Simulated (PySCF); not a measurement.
Working out the ionisation energy of B

B [He] 2s2 2p1 (2P) → B⁺ [He] 2s2 (1S). Calculation: PySCF 2.14, in aug-cc-pCVTZ-DK; the spin-free X2C one-electron Hamiltonian (Gaussian nucleus). Frozen: 1s2. Energies in hartree (1 hartree = 27.21139 eV):

```
            part   B (lower)  B⁺ (upper)
             UHF  -24.538927  -24.243702
CCSD correlation   -0.065422   -0.060292
             (T)   -0.001376    0.000000
```

Task: What does Hartree-Fock give?

Result: (-24.243702) − (-24.538927) = 0.295225 hartree = 8.033 eV.

Task: What do CCSD and CCSD(T) give?

Result: The CCSD correlation energies differ by 0.005130 hartree = 0.140 eV and the triples by 0.001376 hartree = 0.037 eV, so CCSD gives 8.173 eV and CCSD(T) 8.210 eV.

Measured between the centres of the two terms (NIST): 8.297 eV, so CCSD(T) (valence) is off by -0.087 eV.

What remains against the reference includes basis incompleteness, the frozen core and higher excitations.
